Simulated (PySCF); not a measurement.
SiNH$_{5}$S, closed shell: at a first-order saddle point.

The script, run.py:

```python
import json, numpy as np
from pyscf import gto, scf, dft, mp, cc
EV, BOHR = 27.211386245988, 0.529177210903
mol = gto.M(atom="""
Si -0.348580 0.248377 0.761512
S 1.324971 0.528148 -1.085535
N -1.201600 -0.784866 -0.148899
H 0.233802 -0.379622 -1.232435
H 0.630765 -0.292874 1.733986
H -0.681603 1.659051 1.116069
H 2.150600 -0.422763 -0.616365
H -2.108454 -0.555351 -0.528434
""", basis="def2-tzvpp", charge=0, spin=0, max_memory=7225, verbose=0)
def mean_field(mol, dm=None):
    mf = scf.RHF(mol).density_fit()
    mf.conv_tol = 1e-9
    mf.kernel(dm0=dm)
    if not mf.converged: mf = mf.newton().run(mf.mo_coeff, mf.mo_occ)
    assert mf.converged
    return mf
def d4(mol):
    return 0.0, np.zeros((8, 3))
def energy_and_gradient(mol, dm=None):
    mf = mean_field(mol, dm); e, g = d4(mol)
    return mf, (mf.e_tot + e) * EV, (mf.nuc_grad_method().kernel()[:8] + g) * EV / BOHR
out = {}
mf = mean_field(mol); frozen = 11
print(f"Hartree-Fock energy {mf.e_tot * EV:.6f} eV")
m2 = mp.MP2(mf, frozen=frozen or None).run()
out.update(reference=mf.e_tot * EV, same_spin=m2.e_corr_ss * EV, opposite_spin=m2.e_corr_os * EV, energy=m2.e_tot * EV, converged=True, frozen=frozen)
print(f"MP2 correlation {m2.e_corr * EV:.6f} eV")
c = cc.CCSD(mf, frozen=frozen or None); c.conv_tol = 1e-7; c.max_cycle = 80; eris = c.ao2mo(); c.kernel(eris=eris); t = c.ccsd_t(eris=eris)
t1 = c.t1 if isinstance(c.t1, tuple) else (c.t1, c.t1); t2 = c.t2 if isinstance(c.t2, tuple) else (c.t2,)
T1 = np.sqrt(sum((a**2).sum() for a in t1) / 2 / (mol.nelectron - 2 * frozen))
print(f"CCSD correlation {c.e_corr * EV:.6f} eV, (T) {t * EV:.6f} eV, T1 diagnostic {T1:.4f}")
out.update(ccsd=c.e_corr * EV, triples=t * EV, t1=T1, largest_double=max(abs(a).max() for a in t2 if a.size), energy=(c.e_tot + t) * EV, converged=bool(c.converged))
out['triplet_stable'] = bool(mf.stability(internal=False, external=True, return_status=True)[3])
out['s2'] = mf.spin_square()[0]; out['nelec'] = mol.nelec
print(f"Total energy {out['energy']:.6f} eV, <S^2> {out['s2']:.4f}")
json.dump(out, open("out.json", "w"), default=float)
```

Command:

```bash
OMP_NUM_THREADS=4 python run.py
```

It printed (PySCF 2.14):

```
Hartree-Fock energy -20239.925223 eV
MP2 correlation -14.781775 eV
CCSD correlation -15.825873 eV, (T) -0.728897 eV, T1 diagnostic 0.0155
Total energy -20256.479993 eV, <S^2> 0.0000
```

The run took 3.5 min on 4 CPU threads of an Arm Neoverse V2 (shared host), with 1.7 GiB of host memory at its peak.
